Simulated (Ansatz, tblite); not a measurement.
Removing and adding an electron: the cluster BN₂. Charge 0, multiplicity 2. Geometry: r2SCAN-D4/def2-TZVP. Ansatz, gas phase; energy differences of separate SCF runs; the oxidised species is a triplet (the singlet lies 0.94 eV higher at PBE0-D4/def2-TZVP); the reduced species is a singlet (the triplet lies 1.34 eV higher at PBE0-D4/def2-TZVPD).

Cartesian coordinates in Å:
```
B 0.2002 -0.4192 -0.6986
N -0.6521 -0.1296 0.3947
N 0.4518 0.5489 0.3039
```

The xTB rows come from tblite. Correlated methods freeze 3 core orbitals. The structure comes from a short search, and lower isomers may exist.

(1) Estimate orbital energies and vertical ionisation energies and electron affinities at: GFN1-xTB; GFN2-xTB; HF/def2-TZVPD; PBE-D4/def2-TZVP; PBE-D4/def2-TZVPD; r2SCAN-D4/def2-TZVP; r2SCAN-D4/def2-TZVPD; PBE0-D4/def2-TZVP; PBE0-D4/def2-TZVPD; MP2/def2-TZVPD; CCSD/def2-TZVPD; CCSD(T)/def2-TZVPD.

Answers

(1) 
| level | −HOMO (eV) | vertical IE (eV) | −LUMO (eV) | vertical EA (eV) | HOMO–LUMO gap (eV) | IE − EA (eV) | remarks |
| --- | --- | --- | --- | --- | --- | --- | --- |
| GFN1-xTB | – | 15.95 | – | 6.17 | – | 9.78 | – |
| GFN2-xTB | – | 15.95 | – | 4.50 | – | 11.45 | – |
| HF/def2-TZVPD | – | – | – | 0.49 | – | – | – |
| PBE-D4/def2-TZVP | 6.25 | 10.54 | 4.48 | – | 1.76 | – | – |
| PBE-D4/def2-TZVPD | 6.29 | – | 4.51 | 1.56 | 1.78 | – | HOMO above zero (-1 singlet) |
| r2SCAN-D4/def2-TZVP | 6.45 | 10.48 | 3.78 | – | 2.67 | – | – |
| r2SCAN-D4/def2-TZVPD | 6.48 | – | 3.81 | 1.42 | 2.67 | – | HOMO above zero (-1 singlet) |
| PBE0-D4/def2-TZVP | 7.73 | 10.66 | 3.42 | – | 4.31 | – | – |
| PBE0-D4/def2-TZVPD | 7.76 | – | 3.45 | 1.52 | 4.31 | – | HOMO above zero (-1 singlet) |
| MP2/def2-TZVPD | – | – | – | 1.52 | – | – | – |
| CCSD/def2-TZVPD | – | – | – | 1.56 | – | – | – |
| CCSD(T)/def2-TZVPD | – | – | – | 1.62 | – | – | – |

   A HOMO above zero means that the electron is unbound at that level or that self-interaction error raises the level; the energy of removing that electron tells which. HOMO and LUMO are the levels of the spin that leaves or enters (xTB has no such levels and no spin-polarisation term). Other spin states of the ions may lie lower, which would lower the ionisation energy or raise the affinity. Raw xTB energy differences between charge states are shifted by several eV; the methods need an empirical correction for them.
